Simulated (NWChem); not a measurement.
# dimethyl sulfide (C$_{2}$H$_{6}$S); SMILES CSC

Results from NWChem. Coordinates come from a PBE0/def2-SVP optimisation. B3LYP is NWChem's, with the RPA form of VWN correlation. Vertical excitations in the gas phase; the lowest state need not have the same character in each row.

```json
[
 {"level": "PBE/def2-SVPD, full TDDFT", "lowest excitation, singlet (eV)": "5.05", "oscillator strength of that lowest state": "0.000", "lowest state with f > 0.02, singlet (eV)": "5.82", "oscillator strength of that bright state": "0.030", "orbital gap (eV)": "4.94"},
 {"level": "B3LYP/def2-SVPD, full TDDFT", "lowest excitation, singlet (eV)": "5.29", "oscillator strength of that lowest state": "0.000", "lowest state with f > 0.02, singlet (eV)": "6.11", "oscillator strength of that bright state": "0.028", "orbital gap (eV)": "6.46"},
 {"level": "PBE0/def2-SVPD, full TDDFT", "lowest excitation, singlet (eV)": "5.43", "oscillator strength of that lowest state": "0.000", "lowest state with f > 0.02, singlet (eV)": "6.33", "oscillator strength of that bright state": "0.026", "orbital gap (eV)": "6.95"},
 {"level": "BHandHLYP/def2-SVPD, full TDDFT", "lowest excitation, singlet (eV)": "___", "oscillator strength of that lowest state": "0.000", "lowest state with f > 0.02, singlet (eV)": "___", "oscillator strength of that bright state": "___", "orbital gap (eV)": "___"}
]
```

Question: Some entries are withheld; supply them.

Answer: 
- BHandHLYP/def2-SVPD, full TDDFT, lowest excitation, singlet (eV): 5.62
- BHandHLYP/def2-SVPD, full TDDFT, lowest state with f > 0.02, singlet (eV): 6.59
- BHandHLYP/def2-SVPD, full TDDFT, oscillator strength of that bright state: 0.021
- BHandHLYP/def2-SVPD, full TDDFT, orbital gap (eV): 8.60
